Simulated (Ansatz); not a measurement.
# Relaxing SnCl3

These are results of DFT PBE, scalar-relativistic, plane waves, PAW (Ansatz), not measurements. Cutoff 420 eV, Γ-centred k mesh, Gaussian smearing, no spin polarisation in the final step.

SnCl3 was placed on the Cu3Au (L1_2) structure type (Pm-3m, No. 221), with Sn in place of Au, Cl in place of Cu, at a guessed volume.

```
CELL_PARAMETERS angstrom
4.65809 0.00000 0.00000
0.00000 4.65809 0.00000
0.00000 0.00000 4.65809
ATOMIC_POSITIONS crystal
Sn 0.00000 0.00000 0.00000
Cl 0.00000 0.50000 0.50000
Cl 0.50000 0.00000 0.50000
Cl 0.50000 0.50000 0.00000
```

Cell and atoms relax at zero pressure; the relaxation can't lower the symmetry of the start.

The zero of energy is the elements' standard structures at the same level (Cl₂ as a molecule); no fitted shifts are applied.

What does it relax into?

It keeps Pm-3m (No. 221). The result has the Cu3Au (L1_2) structure. Conventional cell: a = 4.549 Å. Around Sn lie 12 Cl at 3.22 Å; around Cl lie 4 Sn at 3.22 Å and 8 Cl at 3.22 Å.

```cif
data_structure
_symmetry_space_group_name_H-M 'Pm-3m'
_symmetry_Int_Tables_number 221
_cell_length_a 4.5493
_cell_length_b 4.5493
_cell_length_c 4.5493
_cell_angle_alpha 90.000
_cell_angle_beta 90.000
_cell_angle_gamma 90.000
_cell_volume 94.15
loop_
_atom_site_label
_atom_site_type_symbol
_atom_site_symmetry_multiplicity
_atom_site_Wyckoff_symbol
_atom_site_fract_x
_atom_site_fract_y
_atom_site_fract_z
_atom_site_occupancy
Sn1 Sn 1 a 0.00000 0.00000 0.00000 1
Cl1 Cl 3 c 0.00000 0.50000 0.50000 1
```

What are its volume, energy, density and gap?

The volume per atom is 23.54 Å³ and the density is 3.97 g/cm³. The energy over the elements is -0.33 eV/atom and the gap on the 10×10×10 mesh is 0 eV (a metal).

The final run used a 10×10×10 mesh on its 4-atom cell and 0.10 eV smearing. For metals, differences of a few meV/atom aren't resolved. A structure relaxed within its symmetry needn't be a true minimum.

Cost: 3 runs of about 0.84 core-minutes in all, on Arm Neoverse V1 (shared hosts).